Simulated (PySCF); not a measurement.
**AlH under electron impact: the energy ladder**

PBE0 in PySCF with def2-TZVP on every atom, for the lowest determinant that a PBE0 search found; no spin–orbit coupling.

```tsv
species	state (unpaired electrons)	Re (Å)	ωe (cm⁻¹)	energy of the minimum from the neutral (eV)	De (eV)	dissociates to
AlH	singlet (closed shell)	1.665	1649	0.00	2.99	Al + H
AlH⁺	doublet (σ ↑)	1.619	1664	8.12	0.95	Al⁺ + H
```

Task: Work out the lowest energy to break AlH into atoms, from its vibrational ground state.

Result: D0 = De − ωe/2 = 2.99 − 0.10 = 2.89 eV (PBE0/def2-TZVP).

Task: Work out the ionisation energy of the Al atom at this level and the threshold of dissociative ionisation.

Result: IE(Al) = 8.12 + 0.95 − 2.99 = 6.08 eV, so Al⁺ + H + e⁻ appears at D0 + IE(Al) = 8.97 eV (PBE0/def2-TZVP). The measured IE(Al) is 5.986 eV (NIST ASD).

These are thermodynamic thresholds; the onsets seen under electron impact lie higher where the geometry changes, and cross-sections peak well above them.

For an ion De counts to the pair picked by the measured ionisation energies or electron affinities, which need not be the lowest pair at this level. States were picked by a PBE0 search and need not be the measured ground states.
